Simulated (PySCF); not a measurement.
# C5H6S: the cost of one run

Computed with PySCF 2.14.0, with density-fitted response routines of our own, on a single molecule in the gas phase. Atoms are numbered from 0 throughout.

### 1 Starting geometry

12 atoms, charge 0, multiplicity 1; geometry from: MMFF94s.

Bonds of the start (Å): C0–C1 1.49, C1–C2 1.38, C2–C3 1.43, C3–C4 1.38, C4–S5 1.71, S5–C1 1.71, C0–H6 1.09, C0–H7 1.09, C0–H8 1.10, C2–H9 1.08, C3–H10 1.08, C4–H11 1.08.

### 2 Geometry optimisation at PBE0-D3(BJ)/def2-SVP

Job settings and geometry (Å):

```
{"job": {"xc": "PBE0", "basis": "def2-SVP", "d3": "d3bj", "grid": 1, "kind": "geom"}, "charge": 0, "multiplicity": 1}
C     -1.989193     0.204505     0.017652
C     -0.499948     0.161994     0.026020
C      0.330316    -0.921660    -0.176168
C      1.708567    -0.569476    -0.092017
C      1.882579     0.770593     0.171448
S      0.391607     1.595093     0.315667
H     -2.373741     0.542342     0.985624
H     -2.354204     0.883066    -0.760360
H     -2.407521    -0.787886    -0.180691
H     -0.032116    -1.923008    -0.375639
H      2.530070    -1.263699    -0.218305
H      2.813585     1.308135     0.286768
```

On the command line:

```sh
$ OMP_NUM_THREADS=1 python probes_run.py task.json out
```

One launch serves the whole session: the jobs run in the order shown.

Q: Estimate the wall time and peak memory of this first job on 1 thread of Arm Neoverse N1, shared host.

About 50 s, with a peak of 0.5 GiB.
